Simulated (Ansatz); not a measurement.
Cubic perovskite SrTiO3 (cubic form, which distorts at low temperature): PBE at its full settings (plane-wave cutoff 520 eV, 10×10×10 k mesh, Fermi–Dirac smearing 0.01 eV, no spin polarisation, scalar-relativistic PAW data made under PBE) and at cheaper ones, in a cell of 5 atoms with Γ-centred meshes.

| level and setting | equilibrium lattice constant a (Å) | bulk modulus B0 (GPa) |
|---|---|---|
| PBE (Ansatz) | 3.936 | 170 |
| PBE (Γ point alone) (Ansatz) | 4.371 | 77.7 |
| PBE (2×2×2 k mesh) (Ansatz) | 3.953 | 168 |
| PBE (4×4×4 k mesh) (Ansatz) | 3.937 | 170 |
| PBE (6×6×6 k mesh) (Ansatz) | 3.936 | 170 |
| PBE (Fermi-Dirac smearing of 0.3 eV) (Ansatz) | 3.938 | 169 |

Largest shifts from the full settings: lattice constant a +11.1 % (PBE (Γ point alone)), against a difference of +1.18 % of the full result from the reference 3.89 Å (measured, 0 K, cubic phase extrapolated to 0 K; as tabulated in Bilc et al. (2008), arXiv:0805.0753); bulk modulus -54 % (PBE (Γ point alone)), against a difference of -1.2 % of the full result from the reference 172 GPa (measured, room temperature, no zero-point or thermal correction, Murnaghan fit, sources range from 165 to 179; as tabulated in Guennou et al. (2010), arXiv:0910.0710).

Caveats: the relaxation could not lower the start's symmetry, so the cell can be a saddle point above a distorted one (PBE, PBE (Γ point alone), PBE (2×2×2 k mesh), PBE (4×4×4 k mesh), PBE (6×6×6 k mesh), PBE (Fermi-Dirac smearing of 0.3 eV)). Ansatz's density-functional and Hartree–Fock values are scalar-relativistic unless marked +SOC, with PAW data made under PBE.

Run with cheap settings on purpose, which may leave them unconverged: PBE (2×2×2 k mesh), PBE (4×4×4 k mesh), PBE (6×6×6 k mesh), PBE (Fermi-Dirac smearing of 0.3 eV), PBE (Γ point alone).

Ansatz is a first-principles code.
